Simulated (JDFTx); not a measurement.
Part of a log of JDFTx (a modified build) for acetonitrile, C2H3N (SMILES CC#N), charge 0, multiplicity 1 (PBE, GBRV ultrasoft potentials, plane waves to 20/100 Ha):

```
unit cell volume = 6226.6
Chosen fftbox size, S = [  96  84  80  ]
unit cell volume = 6226.6
Chosen fftbox size, S = [  80  80  72  ]
  'C' pseudopotential, 'SLA  PW   PBE  PBE' functional
  4 valence electrons, 2 orbitals, 4 projectors, 721 radial grid points, with lMax = 1
  'N' pseudopotential, 'SLA  PW   PBE  PBE' functional
  5 valence electrons, 2 orbitals, 4 projectors, 729 radial grid points, with lMax = 1
  'H' pseudopotential, 'SLA  PW   PBX  PBC' functional
  1 valence electrons, 1 orbitals, 2 projectors, 615 radial grid points, with lMax = 0
Initialized 3 species with 6 total atoms.
Folded 1 k-points by 1x1x1 to 1 k-points.
nElectrons:  16.000000   nBands: 8   nStates: 1
average nbasis = 26621.000 , ideal nbasis = 26600.526
Correction to mu due to finite nuclear width = -0.00254958
   Cavity determined by nc: 0.0013 and sigma: 0.6
   Effective cavity tension: -5.1e-06 Eh/bohr^2 to account for cavitation and dispersion.
[...]
	Linear fluid (dielectric constant: 24.3, screening length: 4.5221 Bohr) occupying 0.933919 of unit cell:	Completed after 15 iterations
[... later lines of the fluid solver are left out ...]
ElecMinimize: Iter:   0  Etot: -23.158050444587680  |grad|_K:  1.134e-04  alpha:  1.000e+00
ElecMinimize: Iter:   1  Etot: -23.161390855715467  |grad|_K:  7.754e-05  alpha:  1.219e+00  linmin: -2.829e-03
[... lines cut ...]
ElecMinimize: Iter:   7  Etot: -23.162873851950245  |grad|_K:  8.392e-07  alpha:  9.500e-01  linmin: -2.832e-03
ElecMinimize: Iter:   8  Etot: -23.162874003545831  |grad|_K:  4.101e-07  alpha:  1.009e+00  linmin: -6.722e-04
ElecMinimize: Iter:   9  Etot: -23.162874037201604  |grad|_K:  1.962e-07  alpha:  9.390e-01  linmin: -3.470e-06
ElecMinimize: Iter:  10  Etot: -23.162874043864480  |grad|_K:  1.072e-07  alpha:  8.339e-01  linmin: -1.026e-01
ElecMinimize: Converged (|Delta Etot|<1.000000e-07 for 2 iters).

# Energy components:
   A_diel =       -0.0261179542561825
   Eewald =       12.3320048428100453
       EH =       30.1694202291497753
     Eloc =      -74.9404957453263734
      Enl =        3.1697329096847762
      Exc =       -7.2974922505939332
 Exc_core =        0.1559701117543552
       KE =       13.2741038129130580
-------------------------------------
     Etot =      -23.1628740438644805


	eMin: -0.834920 at state 0 ( [ +0.000000 +0.000000 +0.000000 ] spin 0 )
	HOMO: -0.295244 at state 0 ( [ +0.000000 +0.000000 +0.000000 ] spin 0 )
```

### Question
Which solvation model was used?
(A) linear PCM (GLSSA13)
(B) SCCS (anion parameters)
(C) nonlinear PCM (GLSSA13)
(D) SCCS (g03 parameters)

### Answer
A, linear PCM (GLSSA13). The liquid was ethanol (dielectric constant 24.3), 0.5 M NaF.
